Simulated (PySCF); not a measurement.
## Frontier orbitals and the lowest excitations

Species: C₂H₈N (charge +1).
Geometry (PBE0-D3(BJ)/def2-SVP, Å), atoms numbered from 1 in this order:
```xyz
11
C2H8N angstrom
C      0.9657    0.4729   -0.1457
C     -0.0279   -0.6311    0.1169
N     -1.4122   -0.0778    0.3331
H      1.9580    0.0258   -0.2989
H      0.7222    1.0434   -1.0552
H      1.0496    1.1673    0.7043
H      0.2158   -1.2079    1.0203
H     -0.1068   -1.3331   -0.7252
H     -2.1042   -0.8174    0.5113
H     -1.4385    0.5666    1.1351
H     -1.7363    0.4549   -0.4856
```

Computed, not measured: TDDFT CAM-B3LYP/def2-SVPD, vertical, gas phase, core orbitals frozen in the response in PySCF 2.14.0, density-fitted response routines.

Frontier orbitals with the atoms that hold most of them (Löwdin shares over 4%, at most four atoms; ? is withheld):

| orbital | ε (eV) | atoms |
| --- | --- | --- |
| LUMO+2 | -2.52 | C2 18%, C1 14%, H7 12%, H8 10% |
| LUMO+1 | -2.63 | H9 29%, N3 16%, H10 11%, H11 11% |
| LUMO | ? | ? |
| HOMO | -16.69 | ? |
| HOMO-1 | -17.17 | C1 43%, H4 19%, C2 11%, H5 9% |
| HOMO-2 | -17.78 | C1 37%, C2 31%, H4 9%, N3 7% |
| HOMO-3 | -19.33 | C2 31%, C1 20%, H7 11%, H8 11% |

**Question.** Which atoms hold the HOMO, and with what shares?

**Answer.** C1 (bonded to C and 3 H) 33%; C2 (bonded to C, N and 2 H) 20%; H6 (bonded to C) 14%; H5 (bonded to C) 14%. By element: carbon 53%, hydrogen 27% or more.

**Question.** Give the leading atoms of the LUMO.

**Answer.** N3 (bonded to C and 3 H) 22%; H9 (bonded to N) 17%; H10 (bonded to N) 16%; H11 (bonded to N) 16%. By element: hydrogen 50% or more, nitrogen 22%.

**Question.** What is the LUMO energy, and the HOMO–LUMO gap?

**Answer.** ε(LUMO) = -4.30 eV; the gap is 12.39 eV (0.4552 hartree).

**Question.** The HOMO–LUMO gap is 12.39 eV. Where does the response calculation put the lowest singlet, and from which orbitals?

**Answer.** S1 is at 9.26 eV (f = 0.0013), 3.13 eV below the gap, made of HOMO→LUMO (95%). 

**Question.** Give energy, strength and leading configuration of S1, S2 and S3, and follow the Löwdin shares of the leading atoms from the occupied to the empty orbital.

**Answer.** 
- S1 (9.26 eV, f 0.0013), HOMO→LUMO (95%): C1 33% → at most 17%, C2 20% → at most 17%, N3 at most 14% → 22%, H9 at most 14% → 17%
- S2 (9.98 eV, f 0.057), HOMO-1→LUMO (86%): C1 43% → at most 17%, H4 19% → at most 17%, N3 at most 9% → 22%, H9 at most 9% → 17%
- S3 (10.27 eV, f 0.021), HOMO-2→LUMO (87%): C1 37% → at most 17%, C2 31% → at most 17%, N3 7% → 22%, H9 at most 8% → 17%

Löwdin shares depend on the basis, the more so with diffuse functions.
